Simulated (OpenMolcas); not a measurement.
# Si2 (disilicon), step by step

Wanted: the energy (UHF/STO-3G), then a single-point energy (CASSCF(2,2)/STO-3G), then a single-point energy (CASPT2(2,2)/STO-3G), then a single-point energy (SC-NEVPT2(2,2)/STO-3G), then the energy (MRCI(2,2)/STO-3G) of Si2 (disilicon). 

Program for the calculation: OpenMolcas 26.06.

## (1) The molecule

Si2: 2 atoms, total charge 0, spin state triplet. As SMILES, `[Si]=[Si]`. The Si1–Si2 distance was set to 2.718 Å, away from the relaxed value.

Bond lengths: Si1–Si2 2.718 Å.

## (2) A single-point energy at UHF/STO-3G (run 1)

The input, step1.inp:

```
>>> EXPORT MOLCAS_PRINT=2
&GATEWAY
BasLib
$CurrDir
BasisSet
Si.STO-3G....
Si1 0.000000 0.000000 -0.543590 angstrom
Si2 0.000000 0.000000 2.174210 angstrom
End of Basis
&SEWARD
&SCF
UHF
Spin
3
Scramble
0.25
PrOrbitals
1 1
```

The basis set STO-3G is read from a file made from the Basis Set Exchange's data (not shown).

Command:

```sh
$ export MOLCAS_MEM=1860
$ pymolcas step1.inp > step1.log
```

Output:

```text
--- Start Module: gateway ---
[...]
--- Stop Module: gateway /rc=_RC_ALL_IS_WELL_ ---
--- Start Module: seward ---
[...]
      Basis functions           18
--- Stop Module: seward /rc=_RC_ALL_IS_WELL_ ---
--- Start Module: scf ---
[...]
       Convergence after  46 Iterations
[...]
::    Total SCF energy                               -570.9553430250
[...]
      Total spin, S                                     1.0007994152
[...]
      Total electronic charge=   28.000000
      Total            charge=   -0.000000
[...]
      Dipole Moment (debye):
      Origin of the operator (angstrom)=    0.0000    0.0000    0.8153
                   X=  2.4973E-07               Y= -6.0203E-06               Z=  1.3831E-05           Total=  1.5087E-05
      Quadrupole Moment (debye*angstrom):
[...]
--- Stop Module: scf /rc=_RC_ALL_IS_WELL_ ---
[...]
```

It took 1.8 s on 1 thread of AMD EPYC 9R45 (Zen 5), shared host; peak memory 0.37 GiB.

## (3) A single-point energy at CASSCF(2,2)/STO-3G (run 2)

The input, step2.input:

```
&GATEWAY
BasLib
$CurrDir
BasisSet
Si.STO-3G....
Si1 0.000000 0.000000 -0.543590 angstrom
Si2 0.000000 0.000000 2.174210 angstrom
End of Basis
&SEWARD
&RASSCF
FileOrb
$CurrDir/step1.UnaOrb
Spin
3
Nactel
2 0 0
Inactive
13
Ras2
2
OrbListing
Nothing
OrbAppear
Compact
```

The basis set STO-3G is read from a file made from the Basis Set Exchange's data (not shown).

Command:

```sh
$ export MOLCAS_MEM=1860
$ pymolcas step2.input > step2.log
```

Output:

```text
--- Start Module: gateway ---
[...]
--- Stop Module: gateway /rc=_RC_ALL_IS_WELL_ ---
--- Start Module: seward ---
[...]
      Basis functions           18
--- Stop Module: seward /rc=_RC_ALL_IS_WELL_ ---
--- Start Module: rasscf ---
[...]
      Number of active orbitals                  2
[...]
      Spin quantum number                      1.0
[...]
      Active orbitals                            2
[...]
      Number of CSFs                             1
[...]
      Number of root(s) required                 1
[...]
      Convergence after  6 iterations
[...]
      printout of CI-coefficients larger than  0.05 for root  1
      energy=    -570.954879
      conf/sym  11     Coeff  Weight
             1  uu   1.00000 1.00000
      Natural orbitals and occupation numbers for root  1
      sym 1:   1.000000   1.000000
      ************************************************************************************************************************
      *                                                    Final results                                                     *
[...]
::    RASSCF root number  1 Total energy:   -570.95487900
[...]
      Total electronic charge=   28.000000
      Total            charge=   -0.000000
[...]
      Dipole Moment (debye):
      Origin of the operator (angstrom)=    0.0000    0.0000    0.8153
                   X=  7.3768E-07               Y=  4.1207E-06               Z=  6.2873E-07           Total=  4.2331E-06
      Quadrupole Moment (debye*angstrom):
[...]
--- Stop Module: rasscf /rc=_RC_ALL_IS_WELL_ ---
[...]
```

Run time: 1.4 s. Hardware: 1 thread of AMD EPYC 9R45 (Zen 5), shared host; peak memory 0.37 GiB.

## (4) A single-point energy at CASPT2(2,2)/STO-3G (run 3)

The input, step3.inp:

```
&GATEWAY
  BASLIB=$CurrDir
  BASISSET
  Si.STO-3G....
  Si1 0.000000 0.000000 -0.543590 angstrom
  Si2 0.000000 0.000000 2.174210 angstrom
  End of Basis

&SEWARD

&RASSCF
  FILEORB=$CurrDir/step2.RasOrb
  SPIN=3
  NACTEL=2 0 0
  INACTIVE=13
  RAS2=2
  ORBLISTING=Nothing
  ORBAPPEAR=Compact

&CASPT2
  IMAGINARY=0.1
  FROZEN=10
```

The basis set STO-3G is read from a file made from the Basis Set Exchange's data (not shown).

Command:

```sh
$ export MOLCAS_MEM=1860
$ pymolcas step3.inp > step3.log
```

Output:

```text
--- Start Module: gateway ---
[...]
--- Stop Module: gateway /rc=_RC_ALL_IS_WELL_ ---
[...]
      Basis functions           18
[...]
--- Start Module: rasscf ---
[...]
      Number of active orbitals                  2
[...]
      Spin quantum number                      1.0
[...]
      Active orbitals                            2
[...]
      Number of CSFs                             1
[...]
      Number of root(s) required                 1
[...]
      Convergence after  4 iterations
[...]
      printout of CI-coefficients larger than  0.05 for root  1
      energy=    -570.954879
      conf/sym  11     Coeff  Weight
             1  uu   1.00000 1.00000
      Natural orbitals and occupation numbers for root  1
      sym 1:   1.000000   1.000000
      ************************************************************************************************************************
      *                                                    Final results                                                     *
[...]
::    RASSCF root number  1 Total energy:   -570.95487900
[...]
      Total electronic charge=   28.000000
      Total            charge=   -0.000000
[...]
      Dipole Moment (debye):
      Origin of the operator (angstrom)=    0.0000    0.0000    0.8153
                   X=  6.4825E-07               Y=  3.3872E-06               Z=  1.2575E-07           Total=  3.4509E-06
      Quadrupole Moment (debye*angstrom):
[...]
--- Stop Module: rasscf /rc=_RC_ALL_IS_WELL_ ---
--- Start Module: caspt2 ---
[...]
 ###    WARNING: User changed nr of frozen orbitals.                         ###
 ###############################################################################
[...]
      E2 (Variational):          -0.0400589694
      Total energy:            -570.9949379672
[...]
      Reference weight:           0.96449
[...]
::    CASPT2 Root  1     Total energy:   -570.99493797
[...]
--- Stop Module: caspt2 /rc=_RC_ALL_IS_WELL_ ---
[...]
```

Run time: 1.4 s. Hardware: 1 thread of AMD EPYC 9R45 (Zen 5), shared host; peak memory 0.37 GiB.

## (5) A single-point energy at SC-NEVPT2(2,2)/STO-3G (run 4)

The input, step4.input:

```
&gateway
baslib=$CurrDir
basisset
Si.STO-3G....
Si1 0.000000 0.000000 -0.543590 angstrom
Si2 0.000000 0.000000 2.174210 angstrom
End of Basis
&seward
&rasscf
fileorb=$CurrDir/step2.RasOrb
spin=3
nactel=2 0 0
inactive=13
ras2=2
orblisting=Nothing
orbappear=Compact
&caspt2
sc-nevpt2
frozen=10
```

The basis set STO-3G is read from a file made from the Basis Set Exchange's data (not shown).

Command:

```sh
$ export MOLCAS_MEM=1860
$ pymolcas step4.input > step4.log
```

Output:

```text
--- Start Module: gateway ---

                                              &GATEWAY

                       available to each process: 1.9 GB of memory, 1 thread

 Basis Set     1 Label: SI.STO-3G....
 Basis set is read from library:.
 basistype.tbl is not found

++    Symmetry information:
      ---------------------

                    Character Table for C1

                             E
                    a        1  x, y, xy, Rz, z, xz, Ry, yz, Rx, I
--

++    Basis set information:
      ----------------------

      Basis set label: SI.STO-3G.........

      Electronic valence basis set:
      ------------------
      Associated Effective Charge  14.000000 au
      Associated Actual Charge     14.000000 au
      Nuclear Model: Point charge

[... 134 lines left out ...]
                                         RASSCF iterations: Energy and convergence statistics
[... 19 lines left out ...]
      printout of CI-coefficients larger than  0.05 for root  1
[... 4 lines left out ...]
      Natural orbitals and occupation numbers for root  1
[... 10 lines left out ...]
      RASSCF energy for state  1                   -570.95487900
[... 13 lines left out ...]
      Von Neumann Entropy (Root   1) =  1.00000
[... 57 lines left out ...]
      Spin density orbitals for root   1 are written to the SPDORB.1 file
[... 74 lines left out ...]
 Compute H0 matrices for state    1
[... 4 lines left out ...]
********************************************************************************
  NEVPT2 EQUATION SOLUTION
--------------------------------------------------------------------------------
 ###############################################################################
 ###    Location: AixRd                                                      ###
 ###    File: LUCIEX                                                         ###
 ###    Premature abort while reading buffer from disk                       ###
 ###    End of file reached                                                  ###
 ###############################################################################

--- Stop Module: caspt2 /rc=-6 ---

.########################.
.# Non-zero return code #.
.########################.

    Timing: Wall=1.22 User=0.93 System=0.21
```

Run time: 1.4 s. Hardware: 1 thread of AMD EPYC 9R45 (Zen 5), shared host; peak memory 0.37 GiB.

The program stopped with an error.

## (6) The energy at MRCI(2,2)/STO-3G (run 5)

The input, step5.input:

```
>>> EXPORT MOLCAS_PRINT=2
&GATEWAY
BASLIB=$CurrDir
BASISSET
Si.STO-3G....
Si1 0.000000 0.000000 -0.543590 angstrom
Si2 0.000000 0.000000 2.174210 angstrom
End of Basis
&SEWARD
&RASSCF
FILEORB=$CurrDir/step2.RasOrb
SPIN=3
NACTEL=2 0 0
INACTIVE=13
RAS2=2
ORBLISTING=Nothing
ORBAPPEAR=Compact
&MOTRA
LUMORB
FROZEN=10
&GUGA
ELECTRONS=8
SPIN=3
INACTIVE=3
ACTIVE=2
CIALL=1
&MRCI
SDCI
```

The basis set STO-3G is read from a file made from the Basis Set Exchange's data (not shown).

Command:

```sh
$ export MOLCAS_MEM=1860
$ pymolcas step5.input > step5.log
```

Output:

```text
--- Start Module: gateway ---
[...]
--- Stop Module: gateway /rc=_RC_ALL_IS_WELL_ ---
[...]
      Basis functions           18
[...]
      Number of active orbitals                  2
[...]
      Spin quantum number                      1.0
[...]
      Active orbitals                            2
[...]
      Number of CSFs                             1
[...]
      Number of root(s) required                 1
[...]
      Convergence after  4 iterations
[...]
      printout of CI-coefficients larger than  0.05 for root  1
      energy=    -570.954879
      conf/sym  11     Coeff  Weight
             1  uu   1.00000 1.00000
      Natural orbitals and occupation numbers for root  1
      sym 1:   1.000000   1.000000
      ************************************************************************************************************************
      *                                                    Final results                                                     *
[...]
::    RASSCF root number  1 Total energy:   -570.95487900
[...]
      Dipole Moment (debye):
      Origin of the operator (angstrom)=    0.0000    0.0000    0.8153
                   X=  6.4825E-07               Y=  3.3872E-06               Z=  1.2575E-07           Total=  3.4509E-06
      Quadrupole Moment (debye*angstrom):
[...]
      *** WARNING: Default frozen orbitals is overwritten by user input.
      *** Default values:   4
[...]
--- Start Module: guga ---
[...]
--- Stop Module: guga /rc=_RC_ALL_IS_WELL_ ---
--- Start Module: mrci ---
[...]
       (But an ACPF correction will be computed)
       USE THE DEFAULT ACPF G-VALUE GFAC=  0.25000000000000000
[...]
                      CI ENERGY:  -571.02197016
[...]
                ACPF CORRECTION:    -0.00970252
[...]
      Total electronic charge=   28.000000
      Total            charge=   -0.000000
[...]
     ACPF CORRECTION:     -0.00970252
[...]
  CI State   1     Total energy:   -571.02197016     QDav:     -0.01359190     QACPF:     -0.00970252
[...]
--- Stop Module: mrci /rc=_RC_ALL_IS_WELL_ ---
[...]
```

Run time: 1.6 s. Hardware: 1 thread of AMD EPYC 9R45 (Zen 5), shared host; peak memory 0.37 GiB.

## (7) Outcome

| quantity | value |
| --- | --- |
| run 1, UHF/STO-3G: total energy | -570.95534 Eh |
| run 1, UHF/STO-3G: dipole moment | 0.00 D |
| run 1, UHF/STO-3G: HOMO energy (highest over α and β) | -1.89 eV |
| run 1, UHF/STO-3G: LUMO energy (lowest over α and β) | 7.17 eV |
| run 1, UHF/STO-3G: ⟨S²⟩ | 2.002 |
| run 2, CASSCF(2,2)/STO-3G: total energy | -570.95488 Eh |
| run 2, CASSCF(2,2)/STO-3G: dipole moment (CASSCF density) | 0.00 D |
| run 3, CASPT2(2,2)/STO-3G: total energy | -570.99494 Eh |
| run 3, CASPT2(2,2)/STO-3G: dipole moment (CASSCF density) | 0.00 D |
| run 5, MRCI(2,2)/STO-3G: total energy | -571.02197 Eh |
| run 5, MRCI(2,2)/STO-3G: dipole moment (CASSCF density) | 0.00 D |
| run 4, SC-NEVPT2(2,2)/STO-3G | no result (crashed) |

**Reading.** 1 of the 5 runs did not end normally.
